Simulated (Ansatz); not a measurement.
Relaxation of C₃H₅ (8 atoms, charge 0, multiplicity 2), to a largest force component of 0.02 eV/Å in at most 50 steps.

Method: Ansatz, UKS PBE-D4/def2-SVP.

```xyz
8
Properties=species:S:1:pos:R:3:forces:R:3
C -1.058 0.475 -0.942 -6.38 -0.11 -3.10
C 0.071 0.451 -0.413 6.70 -0.41 -1.97
C 0.436 -0.500 0.651 3.56 -0.79 -0.38
H -2.001 0.584 -1.400 -0.99 0.30 -0.39
H 0.845 1.132 -0.778 1.02 0.58 0.45
H -0.496 0.413 0.517 -1.50 1.34 3.94
H 1.323 -1.128 0.327 -0.05 1.00 0.87
H -0.323 -1.137 0.949 -2.36 -1.90 0.58
```

Q: Where does it end, and by what steps?

A: The run converged. After 16 steps the energy has fallen by 5.345 eV; H6 moved furthest, 1.42 Å. Parted: C2–H6 (1.09 → 2.17 Å).

```json
{"step": "0", "energy less start (eV)": "0.0000", "largest force component (eV/Å)": "6.704", "accepted": "yes"}
{"step": "1", "energy less start (eV)": "-1.1811", "largest force component (eV/Å)": "2.749", "accepted": "yes"}
{"step": "2", "energy less start (eV)": "-1.9467", "largest force component (eV/Å)": "1.848", "accepted": "yes"}
{"step": "3", "energy less start (eV)": "-2.7013", "largest force component (eV/Å)": "2.339", "accepted": "yes"}
{"step": "4", "energy less start (eV)": "-3.6220", "largest force component (eV/Å)": "2.424", "accepted": "yes"}
{"step": "5", "energy less start (eV)": "-4.4365", "largest force component (eV/Å)": "1.750", "accepted": "yes"}
{"step": "6", "energy less start (eV)": "-4.7781", "largest force component (eV/Å)": "1.439", "accepted": "yes"}
{"step": "7", "energy less start (eV)": "-4.9711", "largest force component (eV/Å)": "1.448", "accepted": "yes"}
{"step": "8", "energy less start (eV)": "-5.1759", "largest force component (eV/Å)": "0.517", "accepted": "yes"}
{"step": "9", "energy less start (eV)": "-5.1141", "largest force component (eV/Å)": "2.709", "accepted": "no"}
{"step": "10", "energy less start (eV)": "-5.2446", "largest force component (eV/Å)": "0.378", "accepted": "yes"}
{"step": "11", "energy less start (eV)": "-5.2817", "largest force component (eV/Å)": "0.241", "accepted": "yes"}
{"step": "12", "energy less start (eV)": "-5.3137", "largest force component (eV/Å)": "0.137", "accepted": "yes"}
{"step": "13", "energy less start (eV)": "-5.3284", "largest force component (eV/Å)": "0.339", "accepted": "yes"}
{"step": "14", "energy less start (eV)": "-5.3443", "largest force component (eV/Å)": "0.055", "accepted": "yes"}
{"step": "15", "energy less start (eV)": "-5.3439", "largest force component (eV/Å)": "0.113", "accepted": "no"}
{"step": "16", "energy less start (eV)": "-5.3451", "largest force component (eV/Å)": "0.006", "accepted": "yes"}
```

```xyz
8
Properties=species:S:1:pos:R:3
C -1.321 0.285 -1.170
C -0.177 0.410 -0.518
C 0.302 -0.439 0.630
H -1.842 0.780 -1.999
H 0.516 1.225 -0.836
H 0.472 0.182 1.536
H 1.275 -0.918 0.388
H -0.427 -1.233 0.881
```

Time of the run: 13 s on 2 threads of Intel(R) Xeon(R) 6975P-C (Granite Rapids), on a shared host, peak memory 0.15 GiB.
